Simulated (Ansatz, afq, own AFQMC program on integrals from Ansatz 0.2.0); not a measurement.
Two steps: Ansatz 0.2.0 writes the Fock matrix and Cholesky factors of the valence space, and afq projects on them the lowest state that overlaps trial and start.

```yaml
crystal:
  periodic: [false, false, false]
  atoms:
    - {symbol: Cr, position_ang: [0.000000, 0.000000, 0.000000]}
basis:
  gaussian: {orbitals: def2-SVP}
total_charge: 1
magnetization: {spin_polarized: true, initial_magnetization: 5}
correlation: {method: ccsd_t, electrons: outside_noble_gas, hamiltonian_folder: ham}
```

```sh
$ ansatz run in.yaml --threads 1 --pin off --events-out ev --progress --plain --max-ram 15360MiB --backend cuda --devices 0, --max-vram 18GiB
```

Options of the walk:

```
--method phaseless --trial cisd --walkers 40 --populations 1 --least-time 40 --time-step 0.0025 --steps-per-block 5 --equilibration-blocks 240 --max-blocks 4800 --target-error 0.00054 --factor-cut 1e-05 --start determinant --seed 7071 --taylor-order 8
```

Times are imaginary, in 1/Eh. The walk had a cap of 60 s.

Log:

```
orbitals 22  electrons 5 0  factors 175 of 237
reference energy -1042.98265040 Eh
CCSD correlation -0.05106585 Eh in 6 cycles, weight of the determinant in the CISD state 0.9821
energy of the start -1043.033719 Eh
 block  time / (1/Eh)  mean weight  energy / Eh
     1     0.013  0.9995  -1043.033711
     2     0.025  1.0002  -1043.033702
     3     0.037  0.9998  -1043.033697
     4     0.050  1.0003  -1043.033697
     5     0.062  1.0004  -1043.033690
    10     0.125  1.0007  -1043.033742
   196     2.450  0.9998  -1043.034735
   391     4.888  1.0006  -1043.033579
   586     7.325  1.0006  -1043.034972
   781     9.763  0.9999  -1043.035465
   976    12.200  1.0005  -1043.035659
  1054    13.175  0.9993  -1043.039897
  1171    14.638  0.9999  -1043.037048
  1249    15.613  1.0007  -1043.032823
  1366    17.075  1.0030  -1043.033797
  1561    19.513  1.0006  -1043.033454
blocks merged  error / Eh  count
     1  0.000040  1338
     2  0.000055  669
     4  0.000076  334
     8  0.000103  167
    16  0.000127  83
    32  0.000156  41
    64  0.000183  20
   128  0.000242  10
energy -1043.034767 +/- 0.000183 Eh
(rows thinned)
```

The time cap ended the run before it passed its tests.

Against this walk (error 5.0 meV) on the same determinant: CCSD(T) 2.3 meV lower (within the noise), CCSDT(Q) 5.0 meV lower (within the noise), CCSDTQ 4.7 meV lower (within the noise), full CI 4.6 meV lower (within the noise), a separate phaseless walk with a CISD trial and standard settings 12.7 ± 5.0 meV higher. The error is statistical and leaves out the bias of the constraint.

Cautions: constraint bias not in the error; error not settled; no relativity below Rb; outer-core shells of the metal frozen; the sampling time fell short of the least asked.

The walk took 60 s on 1 × NVIDIA H100 80GB HBM3 with 2 threads of AMD EPYC 7R13 Processor (Zen 3), with other jobs on the host (the card was shared). The log's last line is the phaseless energy.

CCSDT and higher add their correlation energy to the determinant of the CCSD(T) run, since their own runs factorise the integrals more tightly (a shift of under 2 meV). A walk keeps the symmetry of its determinant, which the program's search chose and which needn't be the lowest solution, so a lower state of the same spin and another symmetry isn't excluded.
